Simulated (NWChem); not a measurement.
# chlorine (Cl₂); SMILES ClCl

Results from NWChem. Pople sets run with spherical d functions. Each level has its own optimisation; frequencies are unscaled.

For level Hartree-Fock/6-311++G**:

```yaml
r Cl–Cl (Å): 2.000
highest harmonic frequency (cm⁻¹): 604
```

**Question.** How do the values read with level Hartree-Fock/STO-3G instead?

**Answer.** The r Cl–Cl (Å) is 2.063 and the highest harmonic frequency (cm⁻¹) is 695.
